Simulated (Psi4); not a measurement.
# One shape, several levels: [NH4]+ (ammonium)

We compute a comparison of 6 runs (B3LYP/6-31G*, PBE0/def2-SVP, MP2/6-311G(2df,2pd), CCD/6-31G**, CCSD(T)/6-311G, CCSD(T)/def2-SVP) of [NH4]+ (ammonium). 

Program for the calculation: Psi4 1.11.

8 further runs of the same task are left out: 3 that didn't finish, 5 set aside as unsound or not needed.

**1. The system as given**

The species is [NH4]+ (5 atoms), meant as a singlet with charge +1. As SMILES, `[NH4+]`. Geometry: relaxed at GFN2-xTB.

Bond lengths: N1–H2 1.030 Å, N1–H3 1.029 Å, N1–H4 1.030 Å, N1–H5 1.030 Å. Angles: H2–N1–H3 109.5°, H2–N1–H4 109.4°, H2–N1–H5 109.5°, H3–N1–H4 109.5°, H3–N1–H5 109.4°, H4–N1–H5 109.5°.

**2. Energy and forces at B3LYP/6-31G(d) (Cartesian functions) (run 1)**

Contents of calc.py:

```python
import psi4

psi4.set_memory(1600000000)
psi4.set_num_threads(1)
psi4.set_output_file('psi4.out', False)

geom = psi4.geometry("""
1 1
N      0.000080     0.000050    -0.000010
H      0.455870    -0.450720     0.805650
H     -0.977900     0.217540     0.236550
H      0.024080    -0.637350    -0.808220
H      0.497880     0.870480    -0.233970
units angstrom
symmetry c1
""")

psi4.set_options({
    'puream': False,
    'e_convergence': 1e-09,
    'd_convergence': 1e-08,
    'scf_type': 'pk',
    'dft_radial_points': 99,
    'dft_spherical_points': 590,
})

E, wfn = psi4.gradient('b3lyp/6-31G*', return_wfn=True)
psi4.oeprop(wfn, 'DIPOLE', 'MAYER_INDICES', 'MULLIKEN_CHARGES')
print('gradient / Eh bohr^-1')
print(E.np.round(6))
print(f'energy = {wfn.energy():.10f} Eh')
for k, v in sorted(psi4.core.scalar_variables().items()):
    print(f'{k:45s} {v:18.10f}')
```

On the command line:

```sh
$ python calc.py
```

psi4.out:

```text
[...]
  Running in c1 symmetry.
[...]
  Nuclear repulsion =   16.280031679007529
[...]
  Multiplicity = 1
[...]
  Nalpha       = 5
  Nbeta        = 5
[...]
    Number of basis functions: 23
[...]
   @RKS iter   1:   -56.80706781274679    1.31479e-01   2.05083e-02 ADIIS/DIIS
[...]
   @RKS iter   7:   -56.89388969758207   -4.19220e-13   9.04214e-09 DIIS
[...]
  @RKS Final Energy:   -56.89388969758207
   => Energetics <=
    Nuclear Repulsion Energy =             16.2800316790075286
    One-Electron Energy =                -104.7492593111640673
    Two-Electron Energy =                  38.1362686914292794
    DFT Exchange-Correlation Energy =      -6.5609307568548143
    Empirical Dispersion Energy =           0.0000000000000000
    VV10 Nonlocal Energy =                  0.0000000000000000
    Total Energy =                        -56.8938896975820683
[...]
  -Total Gradient:
     Atom            X                  Y                   Z
    ------   -----------------  -----------------  -----------------
       1       -0.000070908104     0.000015089485     0.000036099185
       2        0.000019088580    -0.000110500889     0.000070478131
       3        0.000025278748     0.000025718568    -0.000003920775
       4        0.000002305497    -0.000121093197    -0.000061160680
       5        0.000024182550     0.000190807178    -0.000041472018
[...]
  Mulliken Charges: (a.u.)
   Center  Symbol    Alpha    Beta     Spin     Total
       1     N     3.92184  3.92184  0.00000 -0.84367
       2     H     0.26954  0.26954  0.00000  0.46092
       3     H     0.26956  0.26956  0.00000  0.46088
       4     H     0.26954  0.26954  0.00000  0.46092
       5     H     0.26952  0.26952  0.00000  0.46095
   Total alpha =  5.00000, Total beta =  5.00000, Total charge =  1.00000
  Mayer Bond Indices:
[...]
```

On the terminal:

```text
gradient / Eh bohr^-1
[[-7.10e-05  1.50e-05  3.60e-05]
 [ 1.90e-05 -1.11e-04  7.00e-05]
 [ 2.50e-05  2.60e-05 -4.00e-06]
 [ 2.00e-06 -1.21e-04 -6.10e-05]
 [ 2.40e-05  1.91e-04 -4.10e-05]]
energy = -56.8938896976 Eh
CURRENT ENERGY                                    -56.8938896976
CURRENT REFERENCE ENERGY                          -56.8938896976
DD SOLVATION ENERGY                                 0.0000000000
DFT FUNCTIONAL TOTAL ENERGY                       -56.8938896976
DFT TOTAL ENERGY                                  -56.8938896976
DFT VV10 ENERGY                                     0.0000000000
DFT XC ENERGY                                      -6.5609307569
GRID ELECTRONS ALPHA                                5.0000000214
GRID ELECTRONS BETA                                 5.0000000214
GRID ELECTRONS TOTAL                               10.0000000428
NUCLEAR REPULSION ENERGY                           16.2800316790
ONE-ELECTRON ENERGY                              -104.7492593112
PCM POLARIZATION ENERGY                             0.0000000000
PE ENERGY                                           0.0000000000
SCF ITERATION ENERGY                              -56.8938896976
SCF ITERATIONS                                      7.0000000000
SCF TOTAL ENERGY                                  -56.8938896976
TWO-ELECTRON ENERGY                                38.1362686914
XC GRID RADIAL POINTS                              99.0000000000
XC GRID SPHERICAL POINTS                          590.0000000000
XC GRID TOTAL POINTS                           279927.0000000000
```

Wall time 5.4 s (1 thread of Intel Xeon Platinum 8488C (Sapphire Rapids), shared host); peak memory 0.42 GiB.

**3. The energy at PBE0/def2-SVP (run 2)**

Contents of h4n.xyz:

```xyz
5
H4N
N      0.000080     0.000050    -0.000010
H      0.455870    -0.450720     0.805650
H     -0.977900     0.217540     0.236550
H      0.024080    -0.637350    -0.808220
H      0.497880     0.870480    -0.233970
```

Contents of h4n.py:

```python
import psi4

psi4.set_memory('1600 MB')
psi4.set_num_threads(1)
psi4.core.set_output_file('run.log', False)

with open('h4n.xyz') as f:
    atoms = ''.join(f.readlines()[2:])
molecule = psi4.geometry('1 1\n' + atoms + 'symmetry c1\nno_reorient\nno_com')

psi4.set_options({
    'basis': 'def2-SVP',
    'reference': 'rks',
    'puream': True,
    'e_convergence': 1e-09,
    'd_convergence': 1e-08,
    'scf_type': 'pk',
    'dft_radial_points': 99,
    'dft_spherical_points': 590,
})

E, wfn = psi4.energy("pbe0", molecule=molecule, return_wfn=True)
psi4.oeprop(wfn, "WIBERG_LOWDIN_INDICES", "MAYER_INDICES", "QUADRUPOLE")
print(f'total energy {E:.8f} hartree = {E * 27.211386:.5f} eV')
for k, v in sorted(psi4.core.scalar_variables().items()):
    print(f'{k:45s} {v:18.10f}')
```

On the command line:

```sh
$ python h4n.py
```

run.log:

```text
[...]
  Running in c1 symmetry.
[...]
  Nuclear repulsion =   16.280031679007529
[...]
  Multiplicity = 1
[...]
  Nalpha       = 5
  Nbeta        = 5
[...]
    Number of basis functions: 34
[...]
   @RKS iter   1:   -56.71402671198496    1.11474e-01   1.27780e-02 DIIS/ADIIS
[...]
   @RKS iter   7:   -56.78864209742891   -1.06581e-12   9.69242e-09 DIIS
[...]
  @RKS Final Energy:   -56.78864209742891
   => Energetics <=
    Nuclear Repulsion Energy =             16.2800316790075286
    One-Electron Energy =                -104.7108660205794450
    Two-Electron Energy =                  37.7481251596545633
    DFT Exchange-Correlation Energy =      -6.1059329155115636
    Empirical Dispersion Energy =           0.0000000000000000
    VV10 Nonlocal Energy =                  0.0000000000000000
    Total Energy =                        -56.7886420974289123
[...]
 Multipole Moments:
 ------------------------------------------------------------------------------------
     Multipole            Electronic (a.u.)      Nuclear  (a.u.)        Total (a.u.)
 ------------------------------------------------------------------------------------
 L = 1.  Multiply by 2.5417464519 to convert [e a0] to [Debye]
 Dipole X            :         -0.0009339            0.0009260           -0.0000079
 Dipole Y            :         -0.0005993            0.0005669           -0.0000324
 Dipole Z            :          0.0001037           -0.0001134           -0.0000097
 Magnitude           :                                                    0.0000347
 L = 2.  Multiply by 1.3450342976 to convert [e a0^2] to [Debye ang]
 Quadrupole XX       :         -8.2271649            5.0443799           -3.1827850
 Quadrupole XY       :          0.0003019           -0.0005531           -0.0002512
[...]
```

On the terminal:

```text
total energy -56.78864210 hartree = -1545.29766 eV
CURRENT ENERGY                                    -56.7886420974
CURRENT REFERENCE ENERGY                          -56.7886420974
DD SOLVATION ENERGY                                 0.0000000000
DFT FUNCTIONAL TOTAL ENERGY                       -56.7886420974
DFT TOTAL ENERGY                                  -56.7886420974
DFT VV10 ENERGY                                     0.0000000000
DFT XC ENERGY                                      -6.1059329155
GRID ELECTRONS ALPHA                                5.0000000094
GRID ELECTRONS BETA                                 5.0000000094
GRID ELECTRONS TOTAL                               10.0000000188
NUCLEAR REPULSION ENERGY                           16.2800316790
ONE-ELECTRON ENERGY                              -104.7108660206
PCM POLARIZATION ENERGY                             0.0000000000
PE ENERGY                                           0.0000000000
SCF ITERATION ENERGY                              -56.7886420974
SCF ITERATIONS                                      7.0000000000
SCF TOTAL ENERGY                                  -56.7886420974
TWO-ELECTRON ENERGY                                37.7481251597
XC GRID RADIAL POINTS                              99.0000000000
XC GRID SPHERICAL POINTS                          590.0000000000
XC GRID TOTAL POINTS                           280605.0000000000
```

It took 5.1 s on 1 thread of Intel Xeon Platinum 8488C (Sapphire Rapids), shared host; peak memory 0.5 GiB.

Runs 3 to 5 aren't shown in full; the table further down has their settings and results.

**4. The energy at CCSD(T)/def2-SVP (run 6)**

Contents of run.py:

```python
import psi4

psi4.set_memory(1600000000)
psi4.set_num_threads(1)
psi4.set_output_file('h4n.out', False)

molecule = psi4.geometry("""
1 1
N      0.000080     0.000050    -0.000010
H      0.455870    -0.450720     0.805650
H     -0.977900     0.217540     0.236550
H      0.024080    -0.637350    -0.808220
H      0.497880     0.870480    -0.233970
units angstrom
symmetry c1
no_reorient
no_com
""")

psi4.set_options({
    'basis': 'def2-SVP',
    'reference': 'rhf',
    'puream': True,
    'e_convergence': 1e-09,
    'd_convergence': 1e-08,
    'scf_type': 'pk',
    'num_frozen_docc': 1,
})

result, w = psi4.energy('ccsd(t)', return_wfn=True)
print(f'total energy {result:.8f} hartree = {result * 27.211386:.5f} eV')
for k, v in sorted(psi4.core.scalar_variables().items()):
    print(f'{k:45s} {v:18.10f}')
```

On the command line:

```sh
$ python run.py
```

h4n.out:

```text
[...]
  Running in c1 symmetry.
[...]
  Nuclear repulsion =   16.280031679007529
[...]
  Multiplicity = 1
[...]
  Nalpha       = 5
  Nbeta        = 5
[...]
    Number of basis functions: 34
[...]
   @RHF iter   1:   -56.45938145973464    2.41652e-02   7.03294e-03 DIIS/ADIIS
[...]
   @RHF iter   8:   -56.49833736631079   -2.70006e-13   1.48538e-09 DIIS
[...]
    Orbital Energies [Eh]
    ---------------------
    Doubly Occupied:
       1A    -15.950104     2A     -1.529201     3A     -0.998475
       4A     -0.998337     5A     -0.998300
[...]
  @RHF Final Energy:   -56.49833736631079
   => Energetics <=
    Nuclear Repulsion Energy =             16.2800316790075286
    One-Electron Energy =                -104.6079036411475158
    Two-Electron Energy =                  31.8295345958292089
    Total Energy =                        -56.4983373663107855
[...]
 Multipole Moments:
 ------------------------------------------------------------------------------------
     Multipole            Electronic (a.u.)      Nuclear  (a.u.)        Total (a.u.)
 ------------------------------------------------------------------------------------
 L = 1.  Multiply by 2.5417464519 to convert [e a0] to [Debye]
 Dipole X            :         -0.0009350            0.0009260           -0.0000090
 Dipole Y            :         -0.0006016            0.0005669           -0.0000347
 Dipole Z            :          0.0001032           -0.0001134           -0.0000102
 Magnitude           :                                                    0.0000372
[...]
      * MP2 total energy                      =  -56.685642802795549
[...]
      * CCSD total energy                     =  -56.703670667261768
[...]
      * CCSD(T) total energy                  =  -56.707418592689550
```

The script printed:

```text
total energy -56.70741859 hartree = -1543.08746 eV
(T) CORRECTION ENERGY                              -0.0037479254
CC D1 DIAGNOSTIC                                    0.0074714064
CC D2 DIAGNOSTIC                                    0.1241504059
CC NEW D1 DIAGNOSTIC                                0.0074714064
CC T1 DIAGNOSTIC                                    0.0049715731
CCSD CORRELATION ENERGY                            -0.2053333010
CCSD DOUBLES ENERGY                                -0.2053333010
CCSD ITERATIONS                                    10.0000000000
CCSD OPPOSITE-SPIN CORRELATION ENERGY              -0.1683776025
CCSD SAME-SPIN CORRELATION ENERGY                  -0.0369556984
CCSD SINGLES ENERGY                                 0.0000000000
CCSD TOTAL ENERGY                                 -56.7036706673
CCSD(T) CORRELATION ENERGY                         -0.2090812264
CCSD(T) TOTAL ENERGY                              -56.7074185927
CURRENT CORRELATION ENERGY                         -0.2090812264
CURRENT ENERGY                                    -56.7074185927
CURRENT REFERENCE ENERGY                          -56.4983373663
DD SOLVATION ENERGY                                 0.0000000000
HF KINETIC ENERGY                                  56.0942757492
HF POTENTIAL ENERGY                              -112.5926131155
HF TOTAL ENERGY                                   -56.4983373663
HF VIRIAL RATIO                                     2.0072032594
MP2 CORRELATION ENERGY                             -0.1873054365
MP2 DOUBLES ENERGY                                 -0.1873054365
MP2 OPPOSITE-SPIN CORRELATION ENERGY               -0.1471806909
MP2 SAME-SPIN CORRELATION ENERGY                   -0.0401247456
MP2 SINGLES ENERGY                                 -0.0000000000
MP2 TOTAL ENERGY                                  -56.6856428028
NUCLEAR REPULSION ENERGY                           16.2800316790
ONE-ELECTRON ENERGY                              -104.6079036411
PCM POLARIZATION ENERGY                             0.0000000000
PE ENERGY                                           0.0000000000
SCF ITERATION ENERGY                              -56.4983373663
SCF ITERATIONS                                      8.0000000000
SCF TOTAL ENERGY                                  -56.4983373663
TWO-ELECTRON ENERGY                                31.8295345958
```

It took 4.5 s on 1 thread of Intel Xeon Platinum 8488C (Sapphire Rapids), shared host; peak memory 0.2 GiB.

**5. Overview of the runs**

| run | level | task | Cartesian functions | energy (Eh) | HOMO energy (eV) | LUMO energy (eV) | HOMO–LUMO gap (eV) | wall time |
| --- | --- | --- | --- | --- | --- | --- | --- | --- |
| 1 | B3LYP/6-31G* (Cartesian functions) | gradient | yes | -56.893890 | -22.49 | -5.74 | 16.75 | 5.4 s |
| 2 | PBE0/def2-SVP | energy | no | -56.788642 | -22.73 | -5.50 | 17.23 | 5.1 s |
| 3 | MP2/6-311G(2df,2pd) (density fitting, density fitting for correlation) | gradient | no | -56.812864 | – | – | – | 2.5 s |
| 4 | CCD/6-31G** (Cholesky decomposition, Cholesky for correlation, Cartesian functions) | energy | yes | -56.749955 | -27.12 | -1.84 | 25.28 | 1.9 s |
| 5 | CCSD(T)/6-311G (density fitting, density fitting for correlation) | frequencies | no | -56.673371 | – | – | – | 1.7 min |
| 6 | CCSD(T)/def2-SVP | energy | no | -56.707419 | -27.17 | -2.53 | 24.63 | 4.5 s |

**6. Summary of results**

```
                                         quantity         value
                              run 6: total energy  -56.70742 Eh
       run 6: HOMO energy (Hartree–Fock orbitals)     -27.17 eV
       run 6: LUMO energy (Hartree–Fock orbitals)      -2.53 eV
     run 6: HOMO–LUMO gap (Hartree–Fock orbitals)      24.63 eV
run 6: correlation energy (1 core orbital frozen)    -209.1 mEh
                            run 6: (T) correction     -3.75 mEh
                             run 6: T1 diagnostic         0.005
```

Totals of different functionals can't be ranked against each other. All runs together took 2.1 min, the longest 1.7 min.
